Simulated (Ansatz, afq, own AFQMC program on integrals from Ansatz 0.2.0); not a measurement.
Two steps: Ansatz 0.2.0 writes the Fock matrix and Cholesky factors of the valence space, and afq projects on them the lowest state that overlaps trial and start.

```yaml
crystal:
  periodic: [false, false, false]
  atoms:
    - {symbol: Si, position_ang: [0.004536, 0.000000, 0.596124]}
    - {symbol: O, position_ang: [-0.024577, 0.000002, -1.258153]}
    - {symbol: H, position_ang: [1.651937, -0.000127, 0.876328]}
    - {symbol: H, position_ang: [-0.693990, 1.362886, 1.242118]}
    - {symbol: H, position_ang: [-0.694200, -1.362779, 1.242118]}
basis:
  gaussian: {orbitals: cc-pVDZ}
magnetization: {spin_polarized: true, initial_magnetization: 1}
correlation: {method: ccsd_t, electrons: outside_noble_gas, hamiltonian_folder: ham}
```

```sh
$ ansatz run in.yaml --threads 1 --pin off --events-out ev --progress --plain --max-ram 1382MiB
```

Options of the walk:

```
--method phaseless --trial cisd --walkers 60 --populations 1 --least-time 40 --time-step 0.005 --steps-per-block 50 --equilibration-blocks 28 --max-blocks 300 --target-error 0.00043 --factor-cut 1e-05 --start spin_pure --seed 1633 --release-times 0.24,0.51,0.99,1.62,2.4 --release-step 0.03 --release-every 4 --taylor-order 6
```

Times are imaginary, in 1/Eh. The walk had a cap of 1976 s.

Log:

```
orbitals 41  electrons 7 6  factors 304 of 443
reference energy -365.47485142 Eh
CCSD correlation -0.28639702 Eh in 16 cycles, weight of the determinant in the CISD state 0.8779
energy of the start -365.761041 Eh
 block  time / (1/Eh)  mean weight  energy / Eh
     1     0.250  0.9994  -365.756743
     2     0.500  0.9999  -365.758620
     3     0.750  0.9983  -365.760210
     4     1.000  0.9982  -365.763048
     5     1.250  0.9988  -365.761474
     7     1.750  1.0019  -365.766274
     9     2.250  0.9978  -365.762433
    15     3.750  1.0004  -365.766787
    29     7.250  1.0015  -365.771500
    43    10.750  1.0007  -365.773279
    57    14.250  1.0021  -365.766958
    71    17.750  0.9988  -365.764986
    85    21.250  0.9984  -365.770129
    99    24.750  0.9991  -365.772391
   113    28.250  0.9985  -365.767289
   127    31.750  1.0018  -365.774864
   141    35.250  0.9999  -365.765723
   155    38.750  0.9991  -365.768760
   169    42.250  0.9955  -365.774745
   183    45.750  1.0001  -365.766319
   197    49.250  1.0024  -365.768050
   204    51.000  0.9996  -365.778139
   211    52.750  1.0004  -365.761738
   225    56.250  1.0017  -365.763513
   239    59.750  0.9992  -365.769854
   253    63.250  1.0009  -365.770104
   267    66.750  0.9975  -365.761870
   281    70.250  1.0022  -365.765171
   295    73.750  1.0016  -365.766017
   302    75.500  0.9980  -365.770159
blocks merged  error / Eh  count
     1  0.000283  280
     2  0.000343  140
     4  0.000413  70
     8  0.000428  35
    16  0.000360  17
    32  0.000431  8
released: time / (1/Eh)  energy / Eh  error  mean overlap
  0.24  -365.768791  0.000463  1.0042
  0.51  -365.768573  0.000396  1.0022
  0.99  -365.769820  0.000575  0.9813
  1.62  -365.768996  0.000833  1.0102
  2.40  -365.767888  0.000913  1.0390
energy -365.768842 +/- 0.000428 Eh
(rows thinned)
```

The run passed its tests (sampling time, drift between the halves within three errors, error under three times the target), which doesn't prove that it has relaxed.

Against this walk (error 11.6 meV) on the same determinant: CCSD(T) 37.4 meV higher. The error is statistical and leaves out the bias of the constraint. Released to 1.62 1/Eh the energy moves by -4 ± 25 meV (both errors), within twice the noise.

Cautions: constraint bias not in the error.

The walk took 11 min on 1 thread of Intel(R) Xeon(R) Platinum 8259CL CPU @ 2.50GHz (Skylake/Cascade Lake), on a shared host. The log's last line is the phaseless energy.

A walk keeps the symmetry of its determinant, which the program's search chose and which needn't be the lowest solution, so a lower state of the same spin and another symmetry isn't excluded.
